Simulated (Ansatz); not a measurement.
The input, for Ansatz 0.2.0:

```yaml
crystal:
  periodic: [false, false, false]
  atoms:
    - {symbol: O, position_ang: [0.000000, 0.000000, 0.000000]}
    - {symbol: H, position_ang: [0.000000, 0.000000, 1.371000]}
basis:
  gaussian: {orbitals: def2-TZVP}
magnetization: {spin_polarized: false, initial_magnetization: 1}
hamiltonian: {xc: {name: PBE0}}
correlation: {method: bccd_t, electrons: valence}
scf: {lower_state_search: light}
```

```sh
$ ansatz run in.yaml --threads 1 --pin off --events-out ev --progress --plain --max-ram 2393MiB
```

Log:

```
253 factors; integrals over basis functions are off by at most 1.4e-3 eV
mean field evaluation 1: about -2056.2098 eV, gradient 2.5e1 eV
mean field evaluation 2: about -2056.2089 eV, gradient 2.5e1 eV
mean field evaluation 4: about -2057.6461 eV, gradient 1.0e0 eV
mean field evaluation 8: about -2057.6492 eV, gradient 7.7e-3 eV
mean field -2057.64919756 eV, -75.6172132854 hartree, gradient 4.2e-6 eV, S^2 0.750000; 0 other end points of the search recorded, 0 dependent functions left out
mean field evaluation 16: about -2049.3041 eV, gradient 1.2e1 eV
mean field evaluation 32: about -2050.3135 eV, gradient 3.7e-1 eV
1 core orbitals not correlated: weight in the atoms' cores, before any rotation towards them, 1.000 or more for the frozen orbitals, at most 0.000 for the correlated occupied ones
reference -2049.83968846 eV, -75.3302191196 hartree; 4, 3 occupied and 32, 33 virtual orbitals, 253 factors
second order -5.95817472 eV of doubles, -0.19463153 eV of singles
cycle   1  -6.23409658 eV  change   -8.2e-2 eV  update   5.2e-2
cycle   2  -6.39926137 eV  change   -1.7e-1 eV  update   2.3e-2
cycle   3  -6.45556431 eV  change   -5.6e-2 eV  update   1.3e-2
cycle   4  -6.45678097 eV  change   -1.2e-3 eV  update   6.3e-3
cycle   5  -6.45696087 eV  change   -1.8e-4 eV  update   3.9e-3
cycle   6  -6.45701676 eV  change   -5.6e-5 eV  update   1.5e-3
cycle   7  -6.45730327 eV  change   -2.9e-4 eV  update   3.8e-4
cycle   8  -6.45721186 eV  change    9.1e-5 eV  update   1.4e-4
cycle   9  -6.45721173 eV  change    1.3e-7 eV  update   6.6e-5
cycle  10  -6.45723770 eV  change   -2.6e-5 eV  update   3.5e-5
cycle  11  -6.45727441 eV  change   -3.7e-5 eV  update   2.0e-5
cycle  12  -6.45728172 eV  change   -7.3e-6 eV  update   7.4e-6
perturbative correction -0.19723251 eV, -0.0072481611 hartree
Total energy: -2056.49420269 eV, -75.5747680069 hartree
```

Ran on 1 thread of Arm Neoverse V1, shared host: 0.99 s wall, 0.15 GiB peak host memory.
